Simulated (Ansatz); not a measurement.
# C₂HF₂N: a ladder of functionals and wavefunction methods

Aim: compute C₂HF₂N with functionals from several rungs and with coupled cluster. The yardstick is the atomisation energy at the CCSD(T) limit.

Program: Ansatz 0.2.0, Gaussian basis. Level of theory: functionals in def2-TZVPP, the program's frozen cores in correlated methods. These are calculated values, not measurements.

Levels to be run: LDA (SPW92), PBE-D4, revPBE-D4, BLYP-D4, r2SCAN-D4, B97M-V, PBE0-D4, B3LYP-D4, r2SCANh-D4, r2SCAN0-D4, HSE06-D4, BHLYP-D4, CAM-B3LYP-D4, LC-ωPBE, ωB97X-V, ωB97M-V, B2PLYP, PBE-QIDH; CCSD(T)/def2-SVP; CCSD(T)/def2-TZVPP; MP2/def2-QZVPP; extrapolation to the limit; RPA on PBE.

**1. Structure used throughout**

An earlier PBE0-D4 in a triple-zeta def2 set relaxation fixed the geometry.

SMILES `FC1=C(F)N1`, 6 atoms, charge 0, spin multiplicity 1.

Atoms are counted from 1 here; the program's logs count them from 0.

Bond lengths: F1–C2 1.291 Å, C2–C3 1.262 Å, C2–N5 1.494 Å, C3–F4 1.291 Å, C3–N5 1.494 Å, N5–H6 1.025 Å. Angles: F1–C2–C3 157.1°, F1–C2–N5 135.8°, C3–C2–N5 65.0°, C2–C3–F4 157.1°, C2–C3–N5 65.0°, F4–C3–N5 135.8°, C2–N5–C3 50.0°, C2–N5–H6 108.8°, C3–N5–H6 108.8°.

**2. LDA**

This LDA is Slater exchange with PW92 correlation.

in.yaml

```yaml
crystal:
  periodic: [false, false, false]
  atoms:
    - {symbol: F, position_ang: [-1.014721, -1.090409, 1.357082]}
    - {symbol: C, position_ang: [-0.399215, -0.424857, 0.437887]}
    - {symbol: C, position_ang: [0.006810, -0.151337, -0.725567]}
    - {symbol: F, position_ang: [0.156931, -0.301775, -1.999002]}
    - {symbol: N, position_ang: [0.798921, 0.466595, 0.380796]}
    - {symbol: H, position_ang: [0.493475, 1.437882, 0.502604]}
basis:
  gaussian: {orbitals: def2-TZVPP}
hamiltonian: {xc: lda}
output: {orbitals: {seedname: orbitals}}
```

The run is started by

```
> ansatz run in.yaml --threads 2 --pin off --events-out ev --progress --plain --max-ram 4352MiB
```

The runs that follow: PBE-D4 (GGA); revPBE-D4 (GGA); BLYP-D4 (GGA); r2SCAN-D4 (meta-GGA); B97M-V (meta-GGA); B3LYP-D4 (hybrid); r2SCANh-D4 (hybrid); r2SCAN0-D4 (hybrid); HSE06-D4 (hybrid); BHLYP-D4 (hybrid); CAM-B3LYP-D4 (range-separated); LC-ωPBE (range-separated); ωB97X-V (range-separated); ωB97M-V (range-separated); B2PLYP (double hybrid); PBE-QIDH (double hybrid); CCSD(T) in def2-SVP; CCSD(T) in def2-TZVPP; MP2 in def2-QZVPP; RPA on PBE orbitals.

Q: Predict the results of all the runs planned. Wanted: atomisation energy, CCSD(T)/CBS; farthest beyond LDA; mean size of error, GGA; mean size of error, meta-GGA; mean size of error, hybrid; mean size of error, range-separated; mean size of error, double hybrid; gap, smallest and largest; T1 diagnostic.

As calculated:

```
                               quantity                                      value
        atomisation energy, CCSD(T)/CBS                                  23.157 eV
    functionals within 0.116 eV (0.5 %)                                   PBE-QIDH
                    farthest beyond LDA                         PBE-D4 (+2.100 eV)
                mean size of error, GGA                                   1.278 eV
           mean size of error, meta-GGA                                   0.234 eV
             mean size of error, hybrid                                   0.688 eV
    mean size of error, range-separated                                   0.352 eV
      mean size of error, double hybrid                                   0.104 eV
              gap, smallest and largest  4.18 eV (LDA (SPW92)), 12.06 eV (LC-ωPBE)
                          T1 diagnostic                                     0.0131
triples share of the correlation energy                                      4.0 %
```

The LDA atomisation energy is off by 6.373 eV (28 %): it overbinds. PBE-D4 misses by +2.100 eV. Double hybrids carry the basis error of their MP2 part in triple zeta, and no dispersion term here, so their miss is partly the set-up's. By mean error the best rung here is double hybrid (0.104 eV) and the worst beyond LDA is GGA (1.278 eV). Misses under about 0.116 eV are within the doubt on the reference itself, which lacks core-valence correlation, relativity and higher excitations. Hartree-Fock recovers 57 % of the binding; the rest is correlation. CCSD(T) in def2-SVP is off by -1.551 eV, worse than the median functional, from the basis alone. Orbital gaps span 4.2 to 12.1 eV; exact exchange widens them.
